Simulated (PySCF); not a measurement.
Vibration and rotation of LiH⁺

UHF-CCSD(T) constants of LiH⁺, ²Σ⁺ (doublet), unpaired electrons σ ↑ (PySCF, no relativity, basis sets Li def2-TZVP, H def2-TZVP; masses 7.0160 and 1.0078 u):

```
ωe              : 304.6 cm⁻¹
ωexe            : 56.9 cm⁻¹
Be              : 3.7026 cm⁻¹
αe              : 0.844 cm⁻¹
D (centrifugal) : 0.00219 cm⁻¹
De to Li⁺ + H   : 0.059 eV
```

Problem. Give the vibrational terms G(v) and spacings up to v = 2.

Solution. G(v) = ωe(v+½) − ωexe(v+½)².

```json
{"v": "0", "G(v) (cm⁻¹)": "138", "G(v) − G(v−1)": "", "Bv (cm⁻¹)": "3.281"}
{"v": "1", "G(v) (cm⁻¹)": "329", "G(v) − G(v−1)": "191", "Bv (cm⁻¹)": "2.437"}
{"v": "2", "G(v) (cm⁻¹)": "406", "G(v) − G(v−1)": "77", "Bv (cm⁻¹)": "1.593"}
```

Problem. How well does the Morse estimate ωe²/(4ωexe) reproduce De, and what is D0?

Solution. It gives 0.051 eV, 86 % of the computed De. D0 = De − G(0) = 0.059 − 0.017 = 0.042 eV.

Correlated steps freeze no core orbitals. The bond is weak. Basis-set superposition, not corrected here, can be much of De in a small basis, most of all at correlated wavefunction levels. For an ion De counts to the pair picked by the measured ionisation energies or electron affinities, which need not be the lowest pair at this level. The state was picked by a PBE0 search and need not be the measured ground state.
